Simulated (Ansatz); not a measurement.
Eight cases of bond dissociation energy with Al to Br (electronic energies, kJ/mol), geometries: B3LYP-D3(BJ)/def2-TZVP. Functionals by Ansatz (a first-principles code) in def2-TZVPD; columns hold the difference against the high level (Ansatz, AFQMC by cisd_afqmc): A = CCSD(T)/CBS(cc-pV(Q+d)Z,cc-pV(5+d)Z) + [CCSDT(Q) - CCSD(T)]/cc-pV(D+d)Z + core + X2C; B = CCSD(T)/CBS(cc-pV(T+d)Z,cc-pV(Q+d)Z) + [CCSDT(Q) - CCSD(T)]/cc-pV(D+d)Z + core + X2C; C = CCSD(T)/CBS(cc-pVQZ,cc-pV5Z) + [CCSDT(Q) - CCSD(T)]/cc-pVTZ. The cases were drawn at random from those of this class that have a high level and all functionals, leaving out states under which another spin lies or may lie. Left out are anions, K, Ca, elements past Kr, ionisation of Li, Na and Mg, pi-pi* triplets of linear molecules and other triplets made from a closed-shell parent. Runs that doubt their state, and full CI more than 15 mEh from coupled cluster, are set aside; a case stays where another high level and all functionals remain. AFQMC serves as high level only in triple zeta or larger, with a steady walk, a bar under 0.8 kcal/mol and agreement with other high levels or trials where they ran; where none ran, an unstable determinant or (outside 3d species) a high T1 diagnostic also bars it, so strongly correlated cases are thinned. No case was kept or dropped by the size of a functional's miss. Each difference is the functional minus the high level; affinities count positive where energy is released, gaps as the second state minus the first. UHF or UKS for unpaired electrons; spin-orbit terms are left out. Cores are frozen in correlated methods (noble-gas shells, and filled d and f shells in the p block). Rows without X2C or -DK are non-relativistic. CBS(X,Y): correlation extrapolated as X^-3, Hartree-Fock from the larger set (Q,5: extrapolated as (X+1)exp(-9√X)). A bracket is a step between two methods taken in the basis named. Functionals run without relativity, which enters their misses. 'core' is core correlation in cc-pwCVTZ (1s frozen past Ne), 'X2C' scalar relativity in cc-pVTZ-DK, both at CCSD(T). For partners of very few electrons the exact lower level stands in for a higher one. Spin-orbit terms, left out, reach several kcal/mol for Br and I, and more for heavier atoms.

```csv
case,level,value,PBE,PBE0,CAM-B3LYP
"H3BSO (SMILES OBS) → BH2S (SMILES [BH]S, doublet) + HO (SMILES [OH], doublet)",A,625.4,-12.1,-22.3,-12.7
"BHBr2 (dibromoborane, SMILES BrBBr) → BBr2 (SMILES Br[B]Br, doublet) + H (doublet)",C,452.4,-23.2,-18.2,-1.9
"CH4BCl (SMILES ClBC) → CH4B (SMILES [BH]C, doublet) + Cl (doublet)",B,539.5,-5.3,-12.2,-21.8
"CClF3 (chloro(trifluoro)methane, SMILES FC(Cl)(F)F) → CF3 (SMILES F[C](F)F, doublet) + Cl (doublet)",B,371.9,-5.8,-14.3,-27.3
"SiNH5 (SMILES N[SiH3]) → SiNH4 (SMILES [SiH2]N, doublet) + H (doublet)",A,399.8,-31.4,-23.7,-6.6
"GeH2F2 (SMILES [F][GeH2][F]) → GeH2F (SMILES [GeH2][F], doublet) + F (doublet)",C,574.3,-19.7,-37.0,-22.6
"CH4BCl (SMILES CBCl) → BHCl (SMILES Cl[BH], doublet) + CH3 (SMILES [CH3], doublet)",B,462.1,-11.5,-13.3,-14.0
"CH3ClOSi (chlorosilylformaldehyde, SMILES O=C[SiH2]Cl) → CHO (SMILES [CH]=O, doublet) + SiH2Cl (SMILES [SiH2]Cl, doublet)",B,310.4,-24.5,-21.0,-21.6
```

Over these rows, PBE: mean -16.7, mean absolute 16.7, median absolute 15.9, largest -31.4; PBE0: mean -20.2, mean absolute 20.2, median absolute 19.6, largest -37.0; CAM-B3LYP: mean -16.1, mean absolute 16.1, median absolute 17.8, largest -27.3 kJ/mol. PBE lies above in 0 and below in 8 of the eight.
